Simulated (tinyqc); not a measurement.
Orbital energy against energy difference: ionisation energy by orbital energies and by energy differences in the 6-31g basis, for LiH, spin multiplicity 1. Computed by the program tinyqc with PySCF. 

Geometry (angstrom):
```
atom       x       y       z
Li    0.0000  0.0000  0.0000
H     0.0000  0.0000  1.5730
```

CCSD(T) difference in the same basis = 7.6149 eV

IP-EOM-CCSD = 7.6149 eV

The cation is unrestricted; errors are against CCSD(T) in this basis, not against experiment.

First vertical ionisation energy (eV):
```
method     -e(HOMO)  E(cation) - E  error of -e(HOMO)  error of the difference
HF           8.2158       7.106362             0.6008                  -0.5086
LDA          4.4548       8.310400            -3.1601                   0.6955
PBE          4.4516       8.151306            -3.1633                   0.5364
B3LYP        5.3842       8.388663            -2.2307                   0.7737
PBE0         5.5213       8.107911            -2.0936                   0.4930
CAM-B3LYP    6.9227       8.368402            -0.6923                   0.7535
LC-wPBE      8.2353       8.182615             0.6203                   0.5677
```

Koopmans errs by +0.60 eV and Delta-HF by -0.51 eV: relaxation, 1.11 eV, lowers the value and the missing correlation difference works against it. The PBE level is off by -3.2 eV through the wrong tail of its potential, though its energy difference is off by +0.54 eV; exact exchange deepens the level, and among the orbital energies HF comes closest; among the differences PBE0 does.
